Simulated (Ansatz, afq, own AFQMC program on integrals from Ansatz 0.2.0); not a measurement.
Where AFQMC and coupled cluster stand for BN₂H, triplet

```xyz
4

B     0.0000    0.0000   -0.6814
N     0.0000    0.0000   -2.4987
N     0.0000    0.0000    0.9449
H     0.0000    0.0000    2.2352
```

Connectivity, by distances: N–B–N ··· H.

Basis cc-pVDZ. Only valence electrons are correlated. Ansatz 0.2.0 and our own AFQMC program on the same integrals; the CISD trial comes from CCSD amplitudes, and released means the phaseless constraint is let go. ± is one standard error of the sampling.

Determinant: ROHF, the one that the program's search chose, which needn't be the lowest solution. The geometry is a point of a scan.

No full CI on the walks' own integrals is used here; CCSDT(Q) serves as the reference and is uncertain by about the last step of the cluster series.

Cautions: lower spins were not checked; higher spins were not checked; a spin-contaminated unrestricted determinant lies lower (UHF 1.33 eV lower, ⟨S²⟩ 3.31); strong correlation (T1 0.064, weight of the determinant 0.73, largest double 0.11); (T) is large, 7 % of the CCSD correlation; the released energies are still falling, so no released level is given (meV from the phaseless value at times in 1/Eh: -32 ± 13 at 0.24, -69 ± 13 at 0.51, -82 ± 11 at 0.99, -99 ± 15 at 1.62, -118 ± 24 at 2.40), though the last usable value meets CCSDT(Q) within the noise; CCSDT(Q) on the UHF determinant differs (25 meV lower), perhaps since the unrestricted series falls towards higher spin.

The T1 diagnostic is 0.0644 and the weight of the determinant in the CISD state is 0.734. The size of the correlated space is 14 electrons in 44 orbitals.

```json
{"level": "MP2", "correlation energy (eV)": "-10.9194"}
{"level": "CCSD", "correlation energy (eV)": "-11.5011"}
{"level": "CCSD(T)", "correlation energy (eV)": "-12.2515"}
```

**Question.** Estimate where phaseless AFQMC with a CISD trial lies against CCSD(T) on the same integrals.

**Answer.** 8.9 ± 14.0 meV above CCSD(T). The gap is under twice the noise, so this walk alone can't tell the two apart.

Reference: CCSDT(Q), correlation energy -12.356 eV.

| level | E − E(reference) (meV) | share of correlation (%) |
| --- | --- | --- |
| CCSD(T) | 104.4 | 99.16 |
| CCSDT | 49.0 | 99.60 |
| ph-AFQMC/CISD | 113.3 ± 14.0 | 99.08 |

A walk keeps the symmetry of its determinant, which the program's search chose and which needn't be the lowest solution, so a lower state of the same spin and another symmetry isn't excluded.
